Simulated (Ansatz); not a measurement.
# CH4Si (triplet): from Hartree-Fock to the top rungs at distance C1–H5 along a hydrogen transfer = 1.090 Å, cc-pVDZ

How much of the correlation energy of CH4Si (triplet) does each wave-function method recover here?

The runs use Ansatz 0.2.0, Gaussian basis; cc-pVDZ, core rule «outside noble gas», up to 6 orbitals frozen.

Plan: UHF; CCSD(T) on ROHF; CCSD(T) on UHF; BCCD(T) on ROHF; CISD; CCSDT(Q) on ROHF; CCSDT(Q) on UHF; CASSCF and MRCISD+Q, 4 electrons in 4 orbitals; CASSCF and NEVPT2, 4 electrons in 4 orbitals.

2 further runs of the same task are left out: 2 that didn't finish.

## Step 1: The system

The geometry derives from fragments relaxed apart (PBE0/def2-TZVP) and kept rigid, so it is no stationary point. A hydrogen atom is moved between rigid fragments.

6 atoms, charge 0, spin multiplicity 3.

Atoms are counted from 1 here; the program's logs count them from 0.

Bond lengths: C1–H2 1.090 Å, C1–H3 1.090 Å, C1–H4 1.090 Å, C1–H5 1.090 Å. Angles: H2–C1–H3 109.5°, H2–C1–H4 109.5°, H2–C1–H5 109.5°, H3–C1–H4 109.5°, H3–C1–H5 109.5°, H4–C1–H5 109.5°.

Coordinates:

```xyz
6
CH4Si
C    -2.0742    0.0000    0.0000
H    -2.4374    1.0273    0.0000
H    -2.4374   -0.5137    0.8897
H    -2.4374   -0.5137   -0.8897
H    -0.9846    0.0000    0.0000
Si    1.1848    0.0000    0.0000
```

## Step 2: UHF

in.yaml reads:

```yaml
crystal:
  periodic: [false, false, false]
  atoms:
    - {symbol: C, position_ang: [-2.074210, 0.000000, 0.000000]}
    - {symbol: H, position_ang: [-2.437415, 1.027301, 0.000000]}
    - {symbol: H, position_ang: [-2.437416, -0.513650, 0.889668]}
    - {symbol: H, position_ang: [-2.437415, -0.513650, -0.889669]}
    - {symbol: H, position_ang: [-0.984593, 0.000000, 0.000000]}
    - {symbol: Si, position_ang: [1.184790, 0.000000, 0.000000]}
basis:
  gaussian: {orbitals: cc-pVDZ}
magnetization: {spin_polarized: true, initial_magnetization: 2}
hamiltonian: {xc: hf}
output: {orbitals: {seedname: orbitals}}
```

Launch:

```bash
$ ansatz run in.yaml --threads 1 --pin off --events-out ev --progress --plain --max-ram 2393MiB
```

Further steps of the session: CCSD(T) on ROHF; CCSD(T) on UHF; BCCD(T) on ROHF; CISD; CCSDT(Q) on ROHF; CCSDT(Q) on UHF; CASSCF and MRCISD+Q, 4 electrons in 4 orbitals; CASSCF and NEVPT2, 4 electrons in 4 orbitals.

Before running them: what should the planned runs give, taken together? Wanted: UCCSDT(Q) below the RHF energy; RMP2 from UCCSDT(Q); UMP2 from UCCSDT(Q); RCCSD from UCCSDT(Q); RCCSD(T) from UCCSDT(Q); UCCSD(T) from UCCSDT(Q); RCCSDT(Q) from UCCSDT(Q); MRCISD+Q pair from UCCSDT(Q); T1 diagnostic.

The runs gave:

| quantity | value |
| --- | --- |
| UCCSDT(Q) below the RHF energy | -7.1427 eV |
| RMP2 from UCCSDT(Q) | +30.20 kcal/mol |
| UMP2 from UCCSDT(Q) | +30.10 kcal/mol |
| RCCSD from UCCSDT(Q) | +4.14 kcal/mol |
| RCCSD(T) from UCCSDT(Q) | +0.69 kcal/mol |
| UCCSD(T) from UCCSDT(Q) | +0.67 kcal/mol |
| RCCSDT(Q) from UCCSDT(Q) | 0.00 kcal/mol |
| MRCISD+Q pair from UCCSDT(Q) | +0.83 kcal/mol |
| levels within 1 kcal/mol (43 meV) | RCCSD(T), UCCSD(T), BCCD(T), RCCSDT, UCCSDT, RCCSDT(Q), MRCISD+Q pair |
| T1 diagnostic | 0.015 |

**Reading.** RCCSD(T) misses by +0.69 kcal/mol, 0.4 % of the correlation energy. These misses are within one basis, not against nature; the frozen cores of restricted and unrestricted runs differ, which can shift their rows.
